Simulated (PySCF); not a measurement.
Working out the ionisation energy of C

C [He] 2s2 2p2 (3P) → C⁺ [He] 2s2 2p1 (2P). Computed with PySCF 2.14 in x2c-TZVPPall, with scalar relativity by spin-free X2C-1e. Frozen: nothing. Energies in hartree (1 hartree = 27.21139 eV):

```tsv
part	C (lower)	C⁺ (upper)
UHF	-37.707437	-37.310662
MP2 opposite-spin	-0.068987	-0.061767
MP2 same-spin	-0.013343	-0.003977
```

**Question.** What does Hartree-Fock give?

**Answer.** (-37.310662) − (-37.707437) = 0.396775 hartree = 10.797 eV.

**Question.** What do MP2 and SCS-MP2 (6/5 opposite-spin, 1/3 same-spin) give?

**Answer.** The opposite-spin parts differ by 0.196 eV and the same-spin parts by 0.255 eV. MP2: 10.797 + (0.196) + (0.255) = 11.248 eV. SCS-MP2: 10.797 + 1.2 × (0.196) + (0.255)/3 = 11.117 eV.

Measured between the centres of the two terms (NIST): 11.262 eV, so MP2 (valence and next inner shell) is off by -0.014 eV.

What remains against the reference includes basis incompleteness and correlation beyond second order.
